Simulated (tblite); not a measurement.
Species: C3H4ClS (doublet state).
SMILES with atom numbers: `[CH2:1][S:2][C:3](=[CH2:4])[Cl:5]` (hydrogens: H6, H7 on C1; H8, H9 on C4)

Structure used (GFN2-xTB), in Å, numbered top down from 1:
```xyz
9
C3H4ClS angstrom
C      2.077    0.167   -0.019
S      0.688    0.211    0.945
C     -0.667   -0.143   -0.133
C     -1.914   -0.112    0.331
Cl    -0.329   -0.508   -1.784
H      3.003    0.286    0.501
H      2.009    0.306   -1.078
H     -2.097    0.125    1.363
H     -2.759   -0.325   -0.297
```

Method: GFN2-xTB as coded in tblite; computed harmonic values from a numerical Hessian at the method's own geometry, unscaled. This tight-binding method is rough: wavenumbers can miss measured ones by several per cent, in bad cases by 10 to 20. One conformer, not necessarily the lowest. Open shells enter through the occupations alone, without spin polarisation, and single modes of such species can be off by tens of per cent.

Harmonic wavenumbers (cm⁻¹): 40.6, 182.4, 237.2, 324.9, 336.7, 367.2, 409.1, 562.9, 640.5, 733.7, 823.7, 885.4, 910.0, 1046.7, 1310.4, 1354.0, 1594.5, 3123.9, 3143.2, 3161.6, 3205.4.

A = 4632, B = 2763, C = 1733 MHz; mass 106.972 u (most abundant isotopes); point group C1, symmetry number 1; spin multiplicity 2.

**Question.** What is the zero-point energy?

**Answer.** ½Σν̃ = 12197 cm⁻¹ = 34.87 kcal/mol.

**Question.** What is S at 350 K and 1 bar for an ideal gas of classical rigid rotors and harmonic oscillators?

**Answer.** Translation 40.74, rotation 27.55, vibration 18.56, spin (R ln 2) 1.38: S = 88.2 cal/(mol K).

**Question.** And Cp and H(350 K) − H(0)?

**Answer.** Cp = 27.12 cal/(mol K), of which vibrations give 19.17 (their classical limit is 21 R = 41.7); H(350 K) − H(0) = 6.24 kcal/mol without the zero-point energy, 3.46 from vibrations.

**Question.** Blend soft modes into free rotors: weight 1/[1 + (100 cm⁻¹/ν̃)⁴] for the oscillator and the rest for a rotor with moment μB/(μ + B), μ = h/(8π²ν), B = 10⁻⁴⁴ kg m². What vibrational entropy results?

**Answer.** 16.96 cal/(mol K) in place of 18.56, which changes −T·S at 350 K by +0.56 kcal/mol.

**Question.** What must be added to the electronic energy to get the Gibbs energy at 350 K and 1 bar?

**Answer.** ZPE + [H(350 K) − H(0)] − T·S = 34.87 + 6.24 − 30.88 = 10.23 kcal/mol.

**Question.** How do the functions run with temperature in this model?

**Answer.** 
```tsv
T (K)	S (cal/(mol K))	Cp (cal/(mol K))	H − H(0) (kcal/mol)	G − H(0) (kcal/mol)	ln q(vib)
150	70.0	16.6	1.78	-8.72	1.57
250	79.9	22.5	3.75	-16.23	2.95
298.15	84.1	24.9	4.89	-20.18	3.63
400	92.0	29.0	7.64	-29.15	5.08
600	104.8	34.3	14.02	-48.88	7.78
900	119.7	39.0	25.07	-82.66	11.38
```

q(vib) and H(0) count from the zero-point level.

Hindered rotation and anharmonicity are outside this model. Other conformers, if any are populated, would add a mixing term that is left out. The structure is chiral; the term R ln 2 for an equal mix with its mirror image is left out.
